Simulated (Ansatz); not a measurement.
# C₃H₄O: up Jacob's ladder to CCSD(T)

The task here is to estimate one member of a computed series from the others.

Program: Ansatz 0.2.0, Gaussian basis. Level of theory: functionals in def2-TZVPP, the program's frozen cores in correlated methods. These are calculated values, not measurements.

The runs, in order: LDA (SPW92), PBE-D4, revPBE-D4, BLYP-D4, r2SCAN-D4, B97M-V, PBE0-D4, B3LYP-D4, r2SCANh-D4, r2SCAN0-D4, HSE06-D4, BHLYP-D4, CAM-B3LYP-D4, LC-ωPBE, ωB97X-V, ωB97M-V, B2PLYP, PBE-QIDH; CCSD(T)/def2-SVP; CCSD(T)/def2-TZVPP; MP2/def2-QZVPP; extrapolation to the limit; RPA on PBE.

## The geometry

An earlier PBE0-D4 in a triple-zeta def2 set relaxation fixed the geometry.

SMILES `O=C1CC1`, 8 atoms, charge 0, spin multiplicity 1.

Atoms are counted from 1 here; the program's logs count them from 0.

Bond lengths: O1–C2 1.191 Å, C2–C3 1.461 Å, C2–C4 1.461 Å, C3–C4 1.559 Å, C3–H5 1.085 Å, C3–H6 1.085 Å, C4–H7 1.085 Å, C4–H8 1.085 Å. Angles: O1–C2–C3 147.8°, O1–C2–C4 147.8°, C3–C2–C4 64.5°, C2–C3–C4 57.8°, C2–C3–H5 118.8°, C2–C3–H6 118.8°, C4–C3–H5 117.6°, C4–C3–H6 117.6°, H5–C3–H6 114.7°, C2–C4–C3 57.8°, C2–C4–H7 118.8°, C2–C4–H8 118.8°, C3–C4–H7 117.6°, C3–C4–H8 117.6°, H7–C4–H8 114.7°.

Geometry (Å):

```xyz
8
charge 0, multiplicity 1
O    -1.8550    0.5016    0.8569
C    -0.8061    0.2157    0.3714
C     0.5425    0.6412    0.0036
C     0.0228   -0.8034   -0.2685
H     0.6678    1.2997   -0.8497
H     1.2813    0.7706    0.7879
H    -0.1872   -1.0767   -1.2974
H     0.4262   -1.6061    0.3401
```

The first run:

Contents of in.yaml:

```yaml
crystal:
  periodic: [false, false, false]
  atoms:
    - {symbol: O, position_ang: [-1.855036, 0.501649, 0.856902]}
    - {symbol: C, position_ang: [-0.806141, 0.215746, 0.371394]}
    - {symbol: C, position_ang: [0.542550, 0.641250, 0.003636]}
    - {symbol: C, position_ang: [0.022797, -0.803377, -0.268543]}
    - {symbol: H, position_ang: [0.667794, 1.299725, -0.849696]}
    - {symbol: H, position_ang: [1.281267, 0.770597, 0.787860]}
    - {symbol: H, position_ang: [-0.187210, -1.076732, -1.297436]}
    - {symbol: H, position_ang: [0.426180, -1.606058, 0.340082]}
basis:
  gaussian: {orbitals: def2-TZVPP}
hamiltonian: {xc: lda}
output: {orbitals: {seedname: orbitals}}
```

On the command line:

```sh
$ ansatz run in.yaml --threads 4 --pin off --events-out ev --progress --plain --max-ram 10444MiB
```

Steps of the session up to this table: LDA; PBE-D4 (GGA); revPBE-D4 (GGA); BLYP-D4 (GGA); r2SCAN-D4 (meta-GGA); B97M-V (meta-GGA); B3LYP-D4 (hybrid); r2SCANh-D4 (hybrid); r2SCAN0-D4 (hybrid); HSE06-D4 (hybrid); BHLYP-D4 (hybrid); CAM-B3LYP-D4 (range-separated); LC-ωPBE (range-separated); ωB97X-V (range-separated); ωB97M-V (range-separated); B2PLYP (double hybrid); PBE-QIDH (double hybrid).

One table of the session follows, with a row left open; its other results are not shown here.

It belongs to the step «Frontier levels by functional». 

| functional | HOMO (eV) | gap (eV) |
| --- | --- | --- |
| LDA (SPW92) | -5.65 | 3.36 |
| PBE-D4 | -5.49 | 3.42 |
| revPBE-D4 | -5.43 | 3.44 |
| BLYP-D4 | ? | ? |
| r2SCAN-D4 | -5.74 | 3.94 |
| B97M-V | -5.88 | 4.18 |
| PBE0-D4 | -6.97 | 6.04 |
| B3LYP-D4 | -6.76 | 5.56 |
| r2SCANh-D4 | -6.30 | 4.91 |
| r2SCAN0-D4 | -7.15 | 6.37 |
| HSE06-D4 | -6.57 | 5.24 |
| BHLYP-D4 | -8.40 | 8.72 |
| CAM-B3LYP-D4 | -8.41 | 8.70 |
| LC-ωPBE | -9.71 | 11.22 |
| ωB97X-V | -9.37 | 10.81 |
| ωB97M-V | -9.31 | 10.65 |

**Question.** Estimate the row for BLYP-D4.

Worked estimate for «HOMO (eV)». Against the share of exact exchange, B3LYP-D4 (0.2, -6.76), BHLYP-D4 (0.5, -8.40) give a slope of -5.47 per unit share; at 0 the line stands at -5.67.

As computed: HOMO (eV): -5.41; gap (eV): 3.46. In «HOMO (eV)» the line misses by -0.26.
